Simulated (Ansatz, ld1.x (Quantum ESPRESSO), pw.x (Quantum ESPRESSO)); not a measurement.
## What a changed setting does to a pw.x run (bcc Ru)

Potential: ultrasoft, ld1.x (Quantum ESPRESSO) 7.5, LDA (PW92); core [Ar] 3d10, reference 4s2 4p6 4d7 5s0.5 5p0; waves: 4s (bound): rcut 1.30, rcutus 1.65 bohr; 5s (bound): rcut 1.30, rcutus 1.65 bohr; 4p (bound): rcut 1.50, rcutus 1.75 bohr; 5p (bound, empty): rcut 1.50, rcutus 1.75 bohr; 4d (bound): rcut 1.60, rcutus 1.95 bohr; 4d channel at 2.45 Ry: rcut 1.60, rcutus 1.95 bohr; local part: all-electron potential smoothed inside 1.75 bohr (lloc = -2); core correction: Bessel-smoothed model core, default radius (core density twice the valence density); augmentation: PSQ, inside the norm-conserving radii.

The reference run (k-mesh 15³, cutoffs 60/480 Ry, Fermi–Dirac 0.01 Ry, mixing_beta 0.4, conv_thr 1e-9, no spin) gives 4.55 GPa at 13.522 Å³/atom, where all-electron LAPW gives 0.29 GPa. This run, with its own iteration cap, changes smearing to mv.

```
&control
  calculation='scf', prefix='x', pseudo_dir='./', outdir='./tmp', tstress=.true., disk_io='none'
/
&system
  ibrav=0, nat=1, ntyp=1, ecutwfc=60, ecutrho=480, nbnd=16,
  occupations='smearing', smearing='mv', degauss=0.01
/
&electrons
  conv_thr=1e-09, mixing_beta=0.4, electron_maxstep=50
/
ATOMIC_SPECIES
Ru 1.0 Ru.UPF
CELL_PARAMETERS angstrom
  -1.50081437 1.50081437 1.50081437
  1.50081437 -1.50081437 1.50081437
  1.50081437 1.50081437 -1.50081437
ATOMIC_POSITIONS crystal
Ru 0.0000 0.0000 0.0000
K_POINTS automatic
15 15 15 0 0 0
```

```bash
pw.x < Ru.scf.in > Ru.scf.out
```

Task: How does the run end?

Result: It converges in 13 iterations; the free energy moves by +54.9 meV/atom and the pressure by -1.03 GPa. This scheme is built to cancel the term in the square of the width that Fermi–Dirac smearing leaves in the F of a metal.

```
Message from routine setup:
     using ibrav=0 with symmetry is DISCOURAGED, use correct ibrav instead
     lattice parameter (alat)  =       4.9123  a.u.
     unit-cell volume          =      91.2510 (a.u.)^3
     number of electrons       =        16.00
     number of Kohn-Sham states=           16
     kinetic-energy cutoff     =      60.0000  Ry
     charge density cutoff     =     480.0000  Ry
     scf convergence threshold =      1.0E-09
     Exchange-correlation= PW
     number of k points=   120  Marzari-Vanderbilt smearing, width (Ry)=  0.0100
     iteration #  1     ecut=    60.00 Ry     beta= 0.40
     total energy              =    -258.63758243 Ry
     estimated scf accuracy    <       0.85986803 Ry
     iteration #  2     ecut=    60.00 Ry     beta= 0.40
     total energy              =    -258.82034134 Ry
     estimated scf accuracy    <       0.02657283 Ry
     iteration #  3     ecut=    60.00 Ry     beta= 0.40
     total energy              =    -258.82777375 Ry
     estimated scf accuracy    <       0.00577393 Ry
     [... 7 iterations left out ...]
     iteration # 11     ecut=    60.00 Ry     beta= 0.40
     total energy              =    -258.82959439 Ry
     estimated scf accuracy    <          2.0E-09 Ry
     iteration # 12     ecut=    60.00 Ry     beta= 0.40
     total energy              =    -258.82959439 Ry
     estimated scf accuracy    <          1.5E-09 Ry
     iteration # 13     ecut=    60.00 Ry     beta= 0.40
     the Fermi energy is    23.6588 ev
!    total energy              =    -258.82959439 Ry
     estimated scf accuracy    <          1.6E-10 Ry
     smearing contrib. (-TS)   =      -0.00008606 Ry
     The total energy is F=E-TS. E is the sum of the following terms:
     one-electron contribution =     -31.69949428 Ry
     hartree contribution      =      28.67719596 Ry
     xc contribution           =     -91.56149849 Ry
     ewald contribution        =    -164.24571151 Ry
     convergence has been achieved in  13 iterations
          total   stress  (Ry/bohr**3)                   (kbar)     P=       35.15
     Message from routine punch:
     Nothing written, as per user request (disk_io='none')
```

The run took about 20 s on one core of a shared host (Neoverse-V2, 96 threads, 742 GiB, load 30).
